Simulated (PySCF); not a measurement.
## Which determinant of CO lies lowest?

Unrestricted PBE0; C def2-TZVPP, O def2-TZVPP; no relativity (PySCF 2.14). Outer shells of the fragments: C 2s2 2p2; O 2s2 2p4.

Followed along the bond (rough minima from three points):

```
2Ms+1  unpaired  ⟨S²⟩ at the start  R at minimum (Å)  Te (eV)
    1      none               0.00              1.13     0.00
    3  σ ↑, π ↑               2.03              1.20     5.73
```

Solutions found at the starting distance of 1.310 Å, counted from the lowest of them; the search is not exhaustive and high or unbound solutions are not listed, so other states can lie among these:

```tsv
2Ms+1	unpaired	term	E (eV)	⟨S²⟩	⟨Lz²⟩	μ (D)
1	none	¹Σ⁺	0.00	0.00	0.00	-0.56
3	σ ↑, π ↑	³Π	4.70	2.03	1.00	-1.64
3	π ↑↑	mixed	5.42	2.01	2.01	1.18
3	π ↑↑	mixed	6.06	2.01	2.01	1.00
5	σ ↑, π ↑↑↑	⁵Π	8.72	6.01	1.00	-0.26
```

A term symbol is given only where ⟨S²⟩ and ⟨Lz²⟩ are close to those of a pure state; real π, δ and φ orbitals otherwise mix terms. A positive dipole means C(−)O(+).

Question: Compare the gap between the two lowest followed solutions at the starting distance with the gap between their minima.

Answer: At PBE0 the second solution (triplet, unpaired electrons σ ↑, π ↑) lies +4.70 eV from the first (singlet, closed shell) at 1.310 Å and +5.73 eV at the minima; the two curves relax by different amounts, since their minima lie near 1.20 and 1.13 Å.

Counting both spins, an empty level lies below a filled one in some of these solutions, because spin and occupation are held.
